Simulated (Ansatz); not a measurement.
**CF2 (SMILES F[C]F): levels of theory compared**

Aim: a comparison of 6 runs (BHLYP/STO-3G, revPBE/STO-3G, MP2/STO-3G, CCSD/STO-3G, UCCSD(T)/STO-3G, FCI/STO-3G) of CF2. 

Program for the calculation: Ansatz 0.2.0.

40 further runs of the same task are left out: 4 that didn't finish, 36 set aside as unsound or not needed.

**1. Starting point**

CF2 has 3 atoms, charge 0, and is taken as a singlet. SMILES: `F[C]F`. The C2–F1 distance was set to 2.639 Å, away from the relaxed value. At this shape a bond of the SMILES string is far longer than usual.

Bond lengths: C2–F3 1.320 Å.

**2. A single-point energy at BHLYP/STO-3G (run 1)**

The input, job.yaml:

```yaml
basis:
  gaussian:
    orbitals: STO-3G
crystal:
  periodic: [false, false, false]
  atoms:
    - symbol: F
      position_ang: [0.467058, 2.337743, 0.515805]
    - symbol: C
      position_ang: [0.326820, -0.272180, 0.149730]
    - symbol: F
      position_ang: [-0.723760, -0.760620, -0.482500]
accuracy: high
hamiltonian:
  xc: {name: BHLYP}
```

On the command line:

```
$ ansatz run job.yaml --threads 1 --pin off --max-ram 2610MiB --events-out events.jsonl --progress --plain --runs-dir runs
```

Output:

```text
Warning: RAYON_NUM_THREADS=1 ignored (pool sized by the plan → 1); use --threads N
Functional definition: BHLYP
  name "BHLYP"
  parameter a = 0.5
  exchange = (1 - a)*b88_x + a*exact_x
  correlation = lyp_c
231 factors; integrals over basis functions are off by at most 4.1e-8 eV
mean field evaluation 1: about -6358.1663 eV, gradient 1.3e1 eV
mean field evaluation 2: about -5974.3995 eV, gradient 4.4e1 eV
mean field evaluation 4: about -6358.7827 eV, gradient 1.2e1 eV
mean field evaluation 8: about -6364.0769 eV, gradient 1.8e1 eV
mean field evaluation 16: about -6366.8881 eV, gradient 2.6e-4 eV
mean field -6366.88814883 eV, -233.9788238377 hartree, gradient 1.1e-8 eV, S^2 0.000000; 1 other end points of the search recorded, 0 dependent functions left out
reference -6366.88815968 eV, -233.9788242366 hartree; 12, 12 occupied and 3, 3 virtual orbitals, 231 factors
Total energy: -6366.88815968 eV, -233.9788242366 hartree
```

Wall time 0.77 s (1 thread of Arm Neoverse V1, shared host).

**3. The energy at revPBE/STO-3G (run 2)**

The input, job.yaml:

```yaml
crystal:
  periodic: [false, false, false]
  atoms:
    - {symbol: F, position_ang: [0.467058, 2.337743, 0.515805]}
    - {symbol: C, position_ang: [0.326820, -0.272180, 0.149730]}
    - {symbol: F, position_ang: [-0.723760, -0.760620, -0.482500]}
basis:
  gaussian:
    orbitals: STO-3G
hamiltonian:
  xc: {name: revPBE}
accuracy: high
```

On the command line:

```
$ ansatz run job.yaml --threads 1 --pin off --max-ram 2610MiB --events-out events.jsonl --progress --plain --runs-dir runs
```

Output (excerpt; [...] marks lines left out):

```text
Warning: RAYON_NUM_THREADS=1 ignored (pool sized by the plan → 1); use --threads N
Functional definition: revPBE
  name "revPBE"
[...]
231 factors; integrals over basis functions are off by at most 4.1e-8 eV
[...]
mean field -6369.78931917 eV, -234.0854398811 hartree, gradient 1.3e-8 eV, S^2 0.000000; 8 other end points of the search recorded, 0 dependent functions left out
reference -6369.78932017 eV, -234.0854399179 hartree; 12, 12 occupied and 3, 3 virtual orbitals, 231 factors
Total energy: -6369.78932017 eV, -234.0854399179 hartree
```

Run time: 2 s. Hardware: 1 thread of Arm Neoverse V1, shared host.

Runs 3 to 5 aren't shown in full; the table further down has their settings and results.

**4. The energy at FCI/STO-3G (run 6)**

The input, run.yaml:

```yaml
crystal:
  periodic: [false, false, false]
  atoms:
    - {symbol: F, position_ang: [0.467058, 2.337743, 0.515805]}
    - {symbol: C, position_ang: [0.326820, -0.272180, 0.149730]}
    - {symbol: F, position_ang: [-0.723760, -0.760620, -0.482500]}
basis:
  gaussian:
    orbitals: STO-3G
correlation:
  method: fci
  frozen_orbitals: {C: 1, F: 1}
accuracy: high
```

On the command line:

```
$ ansatz run run.yaml --threads 1 --pin off --max-ram 2610MiB --events-out events.jsonl --progress --plain --runs-dir runs
```

Output (excerpt; [...] marks lines left out):

```text
Warning: RAYON_NUM_THREADS=1 ignored (pool sized by the plan → 1); use --threads N
Functional definition: HF
  name "HF"
[...]
231 factors; integrals over basis functions are off by at most 4.1e-8 eV
[...]
mean field -6341.71381726 eV, -233.0536842162 hartree, gradient 2.6e-8 eV, S^2 0.000000; 4 other end points of the search recorded, 0 dependent functions left out; unrestricted orbitals would lower it
[...]
unrestricted determinant -6348.18356499 eV, -233.2914430599 hartree, S^2 0.9951
3 core orbitals not correlated: weight in the atoms' cores, before any rotation towards them, 1.000 or more for the frozen orbitals, at most 0.000 for the correlated occupied ones
reference -6341.71381726 eV, -233.0536842162 hartree; 9, 9 occupied and 3, 3 virtual orbitals, 231 factors
state -6350.41967260 eV, -233.3736184990 hartree
Total energy: -6350.41967260 eV, -233.3736184990 hartree
```

Wall time 0.66 s (1 thread of Arm Neoverse V1, shared host).

**5. The series**

| run | level | frozen core orbitals | energy (Eh) | wall time |
| --- | --- | --- | --- | --- |
| 1 | BHLYP/STO-3G | – | -233.978824 | 0.77 s |
| 2 | revPBE/STO-3G | – | -234.085440 | 2 s |
| 3 | MP2/STO-3G | 3 | -233.286275 | 0.18 s |
| 4 | CCSD/STO-3G | 3 | -233.360681 | 0.28 s |
| 5 | UCCSD(T)/STO-3G | 3 | -233.370685 | 1.1 s |
| 6 | FCI/STO-3G | 3 | -233.373618 | 0.66 s |

**6. Summary of results**

```
                                          quantity          value
                               run 6: total energy  -233.37362 Eh
run 6: correlation energy (3 core orbitals frozen)     -319.9 mEh
```

In words: Against full CI in this basis: MP2 +87.3 mEh; CCSD +12.9 mEh; UCCSD(T) +2.9 mEh. Totals of different functionals can't be ranked against each other. In run 4 the T1 diagnostic is large, so a single reference may not serve. In runs 3, 4 the log says that unrestricted orbitals would lower the reference, so the values rest on an unstable closed-shell determinant (other closed-shell runs at this shape may share the fault). In runs 1, 2, 3, 4, 5, 6 the basis is minimal, so the values are rough. In runs 1, 2, 3, 4 a closed-shell determinant meets a far-stretched bond, which it describes badly. Spin contamination of the reference: run 5 ⟨S²⟩ = 1.00. Where it is this large, the reference is a mixture of spin states, and values that rest on it are in doubt. All runs together took 5 s, the longest 2 s.
